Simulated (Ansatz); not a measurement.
The input, for Ansatz 0.2.0:

```yaml
crystal:
  periodic: [false, false, false]
  atoms:
    - {symbol: Ge, position_ang: [-0.279676, -0.002127, 0.000875]}
    - {symbol: N, position_ang: [1.614684, 0.012278, -0.005052]}
    - {symbol: H, position_ang: [-0.771963, 1.453501, 0.003931]}
    - {symbol: H, position_ang: [-0.751362, -0.736741, 1.265415]}
    - {symbol: H, position_ang: [-0.759290, -0.734117, -1.262204]}
basis:
  gaussian: {orbitals: cc-pVDZ}
total_charge: 1
magnetization: {spin_polarized: false, initial_magnetization: 3}
correlation: {method: ccsd_t, electrons: outside_noble_gas}
```

```sh
$ ansatz run in.yaml --threads 1 --pin off --events-out ev --progress --plain --max-ram 2393MiB
```

Output:

```
591 factors; integrals over basis functions are off by at most 8.8e-4 eV
mean field evaluation 1: about -57985.2123 eV, gradient 2.1e1 eV
mean field evaluation 2: about -57985.2155 eV, gradient 2.1e1 eV
mean field evaluation 4: about -57990.2055 eV, gradient 6.5e0 eV
mean field evaluation 8: about -57990.6197 eV, gradient 1.7e-1 eV
mean field evaluation 16: about -57990.2033 eV, gradient 6.4e0 eV
mean field evaluation 32: about -57987.0958 eV, gradient 1.6e1 eV
mean field evaluation 64: about -57987.1892 eV, gradient 1.0e1 eV
mean field evaluation 96: about -57984.6965 eV, gradient 1.4e-3 eV
mean field evaluation 128: about -57984.8873 eV, gradient 8.6e-3 eV
mean field -57990.62038073 eV, -2131.1159915375 hartree, gradient 1.2e-6 eV, S^2 3.750000; 3 other end points of the search recorded, 0 dependent functions left out
determinant -57990.62038073 eV, -2131.1159915375 hartree, with singles and doubles -57996.21785250 eV, -2131.3216948308 hartree
determinant -57987.26260693 eV, -2130.9925956265 hartree, with singles and doubles -57993.68789154 eV, -2131.2287204807 hartree
15 core orbitals not correlated: weight in the atoms' cores, before any rotation towards them, 0.994 or more for the frozen orbitals, at most 0.005 for the correlated occupied ones
reference -57990.62038073 eV, -2131.1159915375 hartree; 7, 4 occupied and 34, 37 virtual orbitals, 591 factors
second order -4.37862213 eV of doubles, -0.06727557 eV of singles
cycle   1  -5.59732365 eV  change    1.5e-4 eV  update   1.1e-3
cycle   2  -5.59775566 eV  change   -4.3e-4 eV  update   7.6e-4
cycle   3  -5.59777507 eV  change   -1.9e-5 eV  update   2.8e-4
cycle   4  -5.59797855 eV  change   -2.0e-4 eV  update   1.4e-4
cycle   5  -5.59814990 eV  change   -1.7e-4 eV  update   4.0e-5
cycle   6  -5.59820517 eV  change   -5.5e-5 eV  update   1.4e-5
cycle   7  -5.59819991 eV  change    5.3e-6 eV  update   4.8e-6
perturbative correction -0.11057950 eV, -0.0040637217 hartree
Total energy: -57996.32916014 eV, -2131.3257853112 hartree
```

Ran on 1 thread of Arm Neoverse V2, shared host: 3.1 s wall, 0.13 GiB peak host memory.
